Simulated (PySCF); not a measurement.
PySCF job for isobutene (C4H8), SMILES C=C(C)C, PBE0/pcSseg-1. Coordinates come from a PBE0-D3(BJ)/def2-SVP optimisation.

```python
import numpy as np
from pyscf import gto, scf, dft
from pyscf.prop.nmr import rks as nmr

mol = gto.M(
    atom='''
    C    -1.26982782    0.00000000    0.67704596
    C     0.00000000    0.00000000   -0.12105446
    C     1.26982780   -0.00000000    0.67704599
    C     0.00000002   -0.00000000   -1.45899131
    H    -1.31933906    0.88339246    1.33638000
    H    -1.31933906   -0.88339246    1.33638000
    H    -2.16088504   -0.00000000    0.03401583
    H     1.31933903    0.88339246    1.33638003
    H     2.16088504    0.00000000    0.03401588
    H     1.31933903   -0.88339246    1.33638003
    H     0.93346830    0.00000000   -2.02891439
    H    -0.93346825   -0.00000001   -2.02891442
    ''',
    basis='pcSseg-1',
    charge=0,
    spin=0,
    max_memory=1600,
    verbose=3,
)
mf = dft.RKS(mol, xc='pbe0')
mf.grids.level = 3
mf.conv_tol = 1e-10
mf.max_cycle = 100
mf.kernel()
n = nmr.NMR(mf)
n.verbose = 2
n.max_cycle_cphf = 60
sigma = n.kernel()
print('atom   isotropic/ppm   span/ppm')
for i, s in enumerate(sigma):
    w = np.linalg.eigvalsh((s + s.T) / 2)
    print(f'{mol.atom_symbol(i):2s}{i + 1:3d} {w.mean():14.3f} {w[2] - w[0]:11.3f}')
```

Log of the run:

```
converged SCF energy = -157.003949464418
atom   isotropic/ppm   span/ppm
C   1        158.095      42.785
C   2         34.062     254.271
C   3        158.095      42.785
C   4         65.347     174.677
H   5         29.573       8.400
H   6         29.573       8.400
H   7         29.444       8.585
H   8         29.573       8.400
H   9         29.444       8.585
H  10         29.573       8.400
H  11         26.234       7.045
H  12         26.234       7.045
```

Self-consistency was reached.

Cost: very roughly 30 core-seconds.
